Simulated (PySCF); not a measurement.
## Dipole moment and polarisability across levels of theory

Compound: 1,1,2-trichloroethane, C2H3Cl3.
Structure used (PBE0-D3(BJ)/def2-SVP), in Å, numbered top down from 1:
```xyz
8
C2H3Cl3 angstrom
Cl     2.1238   -0.5169    0.0244
C      0.6292    0.3766   -0.3193
C     -0.5680   -0.2755    0.3378
Cl    -0.8781   -1.8902   -0.3190
Cl    -1.9751    0.7928    0.1066
H      0.4830    0.4193   -1.4071
H      0.7413    1.3958    0.0741
H     -0.4180   -0.3876    1.4188
```

PySCF, dipoles from the SCF density, polarisabilities from static response with core orbitals frozen. The structure is a single PBE0-D3(BJ)/def2-SVP conformer in the gas phase; no vibrational or solvent corrections.

**Question.** Compare the levels for these properties.

**Answer.** 

```json
{"level": "LDA/def2-SVPD", "μ (D)": "1.273", "α (Å³)": "10.57", "error (%)": "+3.0", "anisotropy (Å³)": "3.87"}
{"level": "PBE/def2-SVPD", "μ (D)": "1.254", "α (Å³)": "10.50", "error (%)": "+2.4", "anisotropy (Å³)": "3.88"}
{"level": "B3LYP/def2-SVPD", "μ (D)": "1.289", "α (Å³)": "10.19", "error (%)": "-0.7", "anisotropy (Å³)": "3.69"}
{"level": "PBE0/def2-SVPD", "μ (D)": "1.312", "α (Å³)": "10.06", "error (%)": "-2.0", "anisotropy (Å³)": "3.63"}
{"level": "BHandHLYP/def2-SVPD", "μ (D)": "1.348", "α (Å³)": "9.81", "error (%)": "-4.4", "anisotropy (Å³)": "3.50"}
{"level": "CAM-B3LYP/def2-SVPD", "μ (D)": "1.319", "α (Å³)": "9.99", "error (%)": "-2.6", "anisotropy (Å³)": "3.51"}
{"level": "wB97X-D/def2-SVPD", "μ (D)": "1.344", "α (Å³)": "9.91", "error (%)": "-3.4", "anisotropy (Å³)": "3.49"}
{"level": "LC-wPBE/def2-SVPD", "μ (D)": "1.352", "α (Å³)": "9.69", "error (%)": "-5.5", "anisotropy (Å³)": "3.34"}
{"level": "HF/def2-SVPD", "μ (D)": "1.434", "α (Å³)": "9.47", "error (%)": "-7.7", "anisotropy (Å³)": "3.35"}
{"level": "PBE0/6-31G*", "μ (D)": "1.432", "α (Å³)": "7.37", "error (%)": "-28.1", "anisotropy (Å³)": "4.09"}
{"level": "PBE0/def2-SVP", "μ (D)": "1.310", "α (Å³)": "7.11", "error (%)": "-30.7", "anisotropy (Å³)": "3.54"}
{"level": "PBE0/def2-TZVP", "μ (D)": "1.301", "α (Å³)": "8.90", "error (%)": "-13.3", "anisotropy (Å³)": "3.95"}
```

Reference polarisability: 10.260 Å³ (measured, gas; NIST CCCBDB Release 22 (SRD 101), experimental polarizabilities). The anisotropy is √(½[(α1 − α2)² + (α2 − α3)² + (α3 − α1)²]). For the polarisability, the smallest error is 0.7% (B3LYP/def2-SVPD) and the largest 30.7% (PBE0/def2-SVP). The dipole runs from 1.25 D (PBE/def2-SVPD) to 1.43 D (HF/def2-SVPD). In one basis (def2-SVPD) the functionals order the polarisability from HF (lowest) to LDA (highest), a spread of 12%. With PBE0 the polarisability is 7.79 Å³ without diffuse functions (mean of 6-31G*, def2-SVP and def2-TZVP) and 10.06 Å³ with them (def2-SVPD). Measured values can belong to vibrating molecules and may average over conformers; the computed ones are for one fixed geometry.
